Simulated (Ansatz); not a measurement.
Calculated with Ansatz (gas phase, PBE0-D4/def2-TZVP geometries, no zero-point term in ΔE). CBS: MP2 limit from def2 TZ/QZ plus the TZ coupled-cluster correction, frozen cores. Functionals use def2-TZVPP.

Consider the isomerisation: `C#C/C=C\C#C` → `c1ccccc#1`.

`C#C/C=C\C#C`:

```xyz
10

C    -2.078    1.165   -0.492
C    -0.920    0.916   -0.707
C     0.435    0.649   -0.988
C     1.208   -0.204   -0.293
C     0.777   -0.955    0.819
C     0.438   -1.610    1.770
H    -3.102    1.377   -0.291
H     0.873    1.178   -1.830
H     2.242   -0.333   -0.599
H     0.127   -2.184    2.611
```

`c1ccccc#1`:

```xyz
10

C    -0.078    1.187   -1.154
C    -1.227    0.647   -0.628
C    -0.903   -0.333    0.325
C     0.416   -0.665    0.646
C     1.521   -0.045    0.042
C     1.093    0.892   -0.869
H    -2.248    0.903   -0.876
H    -1.711   -0.852    0.831
H     0.595   -1.432    1.392
H     2.542   -0.302    0.291
```

```json
{"level": "CAM-B3LYP", "ΔE (kcal/mol)": "-14.8"}
{"level": "SCS-MP2/def2-QZVPP", "ΔE (kcal/mol)": "-16.0"}
```

**Question.** What does CCSD(T)/CBS give? (Estimate.)

**Answer.** Computed: -17.9 kcal/mol. The listed levels differ from it by 3.1, 1.9 kcal/mol.

Largest T1 diagnostic among the species: 0.013.

At CCSD(T), def2-SVP lies −1.9 kcal/mol from the extrapolated value and def2-TZVPP +0.2 kcal/mol. In def2-TZVPP, CCSD(T) changes the Hartree–Fock value by −17.3 kcal/mol (the triples alone add −4.2 kcal/mol) and MP2 by −21.8 kcal/mol. Leaving LDA and LC-ωPBE aside and taking each functional with its dispersion term where it has one, the values, not all of them listed here, spread over 9.3 kcal/mol, from revPBE-D4 to BHLYP-D4. LDA lies −9.3 kcal/mol from PBE without D4.
